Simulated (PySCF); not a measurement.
Gas-phase reaction: 2 (CH₃)₃N + 6 CH₃ ⇌ 2 NH₃ + 3 C₄H₁₀ (n-butane)

Method: PySCF energies (xtb for GFN2) plus ideal-gas RRHO corrections (1 bar). S°(298 K) at PBE0/def2-TZVP differs from the NASA 1993 table for C₄H₁₀ (n-butane) (-9 J/mol/K); whether the harmonic model or the table's entry is off was not settled. † marks an energy on the PBE0/def2-TZVP geometry and frequencies; other levels use their own. MP2 and CCSD(T) freeze the core. 6-31G* has spherical d functions here. Open shells (unrestricted): CH₃ (multiplicity 2); the rest are closed-shell singlets. GFN2 has no spin-polarisation term. MP2 isn't extrapolated to the basis-set limit; its ΔH°(298 K) is -1300.5 kJ in def2-SVP and -1325.0 kJ in def2-TZVPP. CCSD(T) isn't extrapolated to the basis-set limit. The harmonic model lacks anharmonicity and excited electronic states, which grow with temperature; levels with a mode under 35 cm⁻¹ are left out. Internal rotation in (CH₃)₃N, C₄H₁₀ (n-butane) is treated as a harmonic vibration of one conformer, which makes the entropy rough.

```
level               ΔE electronic, kJ  ΔH°(298 K), kJ  ΔS°(298 K), J/K  ΔG°(1200 K), kJ
------------------  -----------------  --------------  ---------------  ---------------
CCSD(T)/def2-SVP†               -1346           -1250             -457             -678
GFN2-xTB                        -1630           -1526             -461             -942
HF/6-31G*                        -974            -863             -481             -253
HF/def2-TZVP†                    -965            -869             -457             -297
M06-2X/def2-TZVP†               -1372           -1275             -457             -703
MP2/def2-SVP†                   -1397           -1300             -457             -728
PBE/def2-SVP                    -1380           -1285             -464             -706
PBE/def2-TZVP†                  -1362           -1266             -457             -694
PBE0/def2-SVP†                  -1367           -1271             -457             -699
LDA/def2-TZVP†                  -1595           -1498             -457             -926
ωB97M-V/def2-TZVP†              -1391           -1294             -457             -722
```
ΔH° is lowest at GFN2-xTB and highest at HF/6-31G*. No reference value is set beside these.
